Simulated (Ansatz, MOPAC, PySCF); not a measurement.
# How well does each level of theory give the band gap of rock-salt MgO?

Reference value: 8.36 eV (measured, zero-point renormalisation of 0.53 eV added back here (the table's ZPR column); inputs from Chen et al. (2018), doi:10.1103/physrevmaterials.2.073803).

| level (code) | value (eV) | cell (Å³/atom) | error (eV) |
|---|---|---|---|
| MNDO semi-empirical Hartree-Fock (MOPAC) | 10.54 | 9.31 | +2.18 |
| LDA (Ansatz) | 4.69 (direct) | 9.31 | -3.67 |
| PBE (Ansatz) | 4.78 (direct) | 9.31 | -3.58 |
| PBE-D3(BJ) (Ansatz) | 4.77 | 9.31 | -3.59 |
| r²SCAN+rVV10 (Ansatz) | 5.71 | 9.23 | -2.65 |
| r²SCAN0 (Ansatz) | 7.86 (direct) | 9.31 | -0.50 |
| Hartree–Fock (PySCF) | 15.79 ± 0.1 | 9.31 | +7.43 |
| G0W0@HSE06 (Ansatz) | 8.44 (direct) | 9.31 | +0.08 |
| G0W0@PBE0 (PySCF) | 8.30 ± 0.09 | 9.31 | -0.06 |

Leaving aside MNDO semi-empirical Hartree-Fock (MOPAC) (doubt noted below): Once the reference is moved by up to 0.10 eV (a margin picked here for doubts on the reference and the settings) and values within 0.03 eV count as equal, the nearest can be G0W0@PBE0 (-0.06 eV) or G0W0@HSE06 (+0.08 eV). Farthest off among them: Hartree–Fock (+7.43 eV). Within 0.2 eV: G0W0@HSE06, G0W0@PBE0.

Published values of wave-function and many-body methods: 8.34 eV (published EOM-CCSD value, GTH pseudopotentials, extrapolated to the thermodynamic and basis limits; Vo et al. (2024), arXiv:2310.03887).

Density-functional gaps are differences of (generalised) Kohn–Sham levels of a static lattice; semilocal ones lie below quasiparticle gaps as a rule. Measured gaps hold zero-point and thermal shifts unless a correction is named.  A ± on a computed value is a rough bar: the spread of its extrapolation, a floor set from checks against published values, or a statistical error. MNDO semi-empirical Hartree-Fock (MOPAC), PBE-D3(BJ), r²SCAN+rVV10: the gap is read on the k mesh or supercell of the run alone and can be too large. MNDO semi-empirical Hartree-Fock (MOPAC): the method was fitted mainly to molecules. MNDO semi-empirical Hartree-Fock (MOPAC): gaps of these semi-empirical methods are Hartree–Fock-like level differences, and their formation enthalpies are fitted 298 K values. G0W0@HSE06: GW on a hybrid start was not checked against another program. Values are at the measured cell; PBE-D3(BJ) at the level's own relaxed cell; r²SCAN+rVV10 at the level's own relaxed cell. Cutoffs and k meshes differ between the levels. Ansatz's density-functional and Hartree–Fock values are scalar-relativistic unless marked +SOC, with PAW data made under PBE.

Differences are worked out from the printed values.

Ansatz is a program for electronic structure.
